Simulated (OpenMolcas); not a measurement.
# Potential curves of N₂: spin-free states

Computed with OpenMolcas 26.06: state-averaged CASSCF(10,8) over N 2s 2p, N 2s 2p, XMS-CASPT2 (IPEA 0.25, imaginary shift 0.2 hartree), scalar X2C, ANO-RCC-VTZP, then RASSI spin–orbit state interaction with atomic mean-field integrals. C2 symmetry about the axis (a holds Σ, Δ, Γ; b holds Π, Φ, H; Σ⁺ and Σ⁻ are not told apart); roots by multiplicity and irrep: 1a 1, 3b 2, 1b 2.

XMS-CASPT2 energies in eV from the lowest point. Curves are followed by energy order within each symmetry, so they are adiabatic and may change character at avoided crossings and where g and u states cross; Σ⁺ and Σ⁻ are counted together.

```tsv
R (Å)	(1)1Σ	(1)3Π	(1)1Π
0.943	2.779	13.153	14.613
0.997	1.053	10.489	11.908
1.047	0.269	8.935	10.314
1.096	0.000	7.967	9.302
1.151	0.123	7.385	8.679
1.206	0.543	7.179	8.424
1.282	1.424	7.301	8.490
1.381	2.776	7.852	8.989
1.534	4.856	9.017	10.111
1.754	7.134	10.550	11.699
2.082	8.761	11.793	13.385
2.521	9.266	11.989	14.224
```

Problem. With masses 14.003 and 14.003 u, fit the curves (1)1Σ, (1)1Π near their minima.

Solution. At XMS-CASPT2, Te from the lowest curve (the fit fixes ωe to a per cent or two; the method's Re and ωe can be off by some per cent):

```tsv
curve	Te (cm⁻¹)	Re (Å)	ωe (cm⁻¹)
(1)1Σ	0	1.105	2321.1
(1)1Π	67820	1.230	1674.0
```

g and u states are not told apart. Only roots inside an energy window near the equilibrium distance were included, so the list of states is not complete; labels number the states computed. Each spin and symmetry block has orbitals of its own, averaged over its own roots, so gaps between blocks are less sure than gaps within one and near the minimum can be off by tenths of an eV, in bad cases by more. No Rydberg orbitals are active, so Rydberg states, and σ→σ* states whose orbital the CASSCF left unused, can be missing between those listed. At stretched bonds a block can hold a wrong CASSCF solution and miss its lowest state; points past a visible jump are left out. No roots were computed in block 3a (none fell in the window or the block failed), so states of that kind are missing and can lie low or lowest. Points that failed a check (symmetry, reference weights, a jump) are left out.
